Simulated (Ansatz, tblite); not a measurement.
Isomers of SiS$_{2}$⁻ (doublet), found by a short tight-binding search and relaxed with PBE-D4/def2-TZVPD in Ansatz.

The xTB rows come from tblite. Correlated methods freeze 15 core orbitals.

A: At PBE-D4/def2-TZVPD the highest occupied level of the charge -1 doublet lies above zero (up to 0.01 eV). By energy differences its removal costs 2.68 eV (vertical, to the charge 0 singlet, at PBE-D4/def2-TZVPD); a positive level beside a positive removal energy at the same level points to self-interaction error. B: At PBE-D4/def2-TZVPD, r2SCAN-D4/def2-TZVPD, PBE0-D4/def2-TZVPD, r2SCAN0-D4/def2-TZVPD the highest occupied level of the charge -1 doublet lies above zero (up to 1.47 eV). It is a level of α spin, whose loss leaves a singlet; that state wasn't run at this geometry and level. The electron is either unbound and held by the finite basis, or the level is raised by self-interaction error.

Other spin states were run for one of them alone.

A:

| atom | x (Å) | y (Å) | z (Å) |
| --- | --- | --- | --- |
| Si1 | -0.3034 | -0.2117 | 0.3835 |
| S2 | 0.0520 | -1.4915 | -1.1523 |
| S3 | 0.2514 | 1.7032 | 0.7688 |

B:

```tsv
atom	x (Å)	y (Å)	z (Å)
Si1	1.317	0.050	-0.094
S2	-0.744	0.348	-0.944
S3	-0.574	-0.399	1.038
```

Question: Estimate which lies lowest at each level, and how far above it the others are (kJ/mol).

Answer: 
```json
{"level": "GFN2-xTB", "A": "0.0", "B": "182.4"}
{"level": "HF/def2-TZVPPD", "A": "0.0", "B": "168.7"}
{"level": "PBE-D4/def2-TZVPD", "A": "0.0", "B": "147.5"}
{"level": "r2SCAN-D4/def2-TZVPD", "A": "0.0", "B": "163.9"}
{"level": "PBE0-D4/def2-TZVPD", "A": "0.0", "B": "146.9"}
{"level": "r2SCAN0-D4/def2-TZVPD", "A": "0.0", "B": "158.8"}
{"level": "ωB97M-V/def2-TZVPD", "A": "0.0", "B": "150.5"}
{"level": "MP2/def2-TZVPPD", "A": "0.0", "B": "160.8"}
{"level": "CCSD/def2-TZVPPD", "A": "0.0", "B": "155.1"}
{"level": "CCSD(T)/def2-TZVPPD", "A": "0.0", "B": "156.0"}
```
Point groups (tolerance 0.1 Å): A C2v, B not assigned. Lower isomers may exist.
